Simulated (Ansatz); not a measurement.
## How far each method lies from UCCSDT(Q) for Al$_{2}$SiH⁺, triplet

Geometry: that of the Al2SiH, doublet, kept fixed.

```xyz
4

Al    0.0000    0.3660    1.4113
Si    0.0000   -1.2164   -0.2424
Al    0.0000    0.8569   -1.2633
H     0.0000    1.1585    2.7895
```

Basis cc-pVTZ; Ansatz 0.2.0. Only valence electrons are correlated (noble-gas cores frozen), which leaves 10 electrons in 101 orbitals. R marks a restricted (for open shells ROHF) determinant, U an unrestricted one.

Full CI isn't at hand for all of this; UCCSDT(Q) serves as the reference, and is uncertain by about the last step of the cluster series. The frozen core follows each run's orbitals, which can shift R against U totals by a few meV.

Unrestricted rows (U) aren't spin-pure: their determinants' ⟨S²⟩ exceeds S(S+1) by up to 0.13, so they mix in states of higher spin.

```
UHF ⟨S²⟩                          : 2.134
T1 diagnostic (RCCSD)             : 0.0359
largest doubles amplitude (RCCSD) : 0.064
T1 diagnostic (UCCSD)             : 0.0412
```

```
   level  E − E(RHF) (eV)
     UHF          -0.2371
    RMP2          -5.5689
    UMP2          -5.4267
   RCCSD          -6.3882
   UCCSD          -6.3996
RCCSD(T)          -6.7956
UCCSD(T)          -6.7909
```

(1) Estimate how far UCCSDT(Q) in cc-pVTZ lies from RCCSD(T). The table doesn't fix it; the size of (T) and the diagnostics are the guide.

(1) UCCSDT(Q) in cc-pVTZ lies 3.03 mEh below RCCSD(T), which is 20 % of the (T) step (-14.97 mEh). T1 is raised, but (T) still catches most of what CCSD lacks. The miss exceeds 1 kcal/mol.

The other levels:

| level | E − E(UCCSDT(Q)) (mEh) | share of correlation (%) | wall time |
| --- | --- | --- | --- |
| BCCD(T) | 3.04 | 98.80 | 9 s (H100) |
| RCCSDT | 1.43 | 99.44 | – |
| UCCSDT | 1.31 | 99.48 | – |
| RCCSDT(Q) | 0.11 | 99.96 | 60 s (H100) |

The correlation energy at UCCSDT(Q), counted from RHF, is -6.878 eV. That run took 36 s on 2 threads of AMD EPYC 7R13 with a shared H100 80 GB, shared host.

Times hold each run's SCF and search for its determinant on a shared host, so for small cases they say little of a method's own cost.
